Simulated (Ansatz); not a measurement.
C3H3ClO, SMILES `ClC1=CCO1`. The species carries charge 0 and has multiplicity 1.

| atom | x (Å) | y (Å) | z (Å) |
| --- | --- | --- | --- |
| Cl1 | 1.841 | 1.535 | 1.212 |
| C2 | 0.687 | 0.555 | 0.467 |
| C3 | -0.106 | 0.578 | -0.604 |
| C4 | -0.570 | -0.772 | -0.137 |
| O5 | 0.356 | -0.658 | 0.999 |
| H6 | -0.318 | 1.244 | -1.419 |
| H7 | -0.296 | -1.633 | -0.748 |
| H8 | -1.594 | -0.849 | 0.231 |

**Question.** List the harmonic frequencies (cm⁻¹, unscaled) at PBE0-D4/def2-TZVP in Ansatz. (Estimate.)

**Answer.** The calculation gave: 240, 338, 533, 615, 664, 924, 943, 999, 1002, 1119, 1165, 1206, 1312, 1482, 1665, 3085, 3150, 3324.

**Question.** Is this a minimum?

**Answer.** Yes, all 18 modes are real.

**Question.** Give the ideal-gas thermochemistry at 298.15 K and 1 bar (rigid rotor, harmonic oscillator; point group Cs, symmetry number 1).

**Answer.** Zero-point energy 142.1 kJ/mol; H(298) − E = 156.3 kJ/mol; entropy 293.3 J/(mol·K), of which translation 165.0, rotation 107.3, vibration 20.9; G(298) − E = 68.8 kJ/mol.

**Question.** And at 400, 500, 600, 800 and 1000 K?

**Answer.** 
```csv
T (K),H − E (kJ/mol),S (J/mol/K),G − E (kJ/mol)
400,164.5,316.8,37.7
500,174.2,338.4,5.0
600,185.2,358.4,-29.9
800,210.1,394.2,-105.2
1000,237.8,425.0,-187.2
```
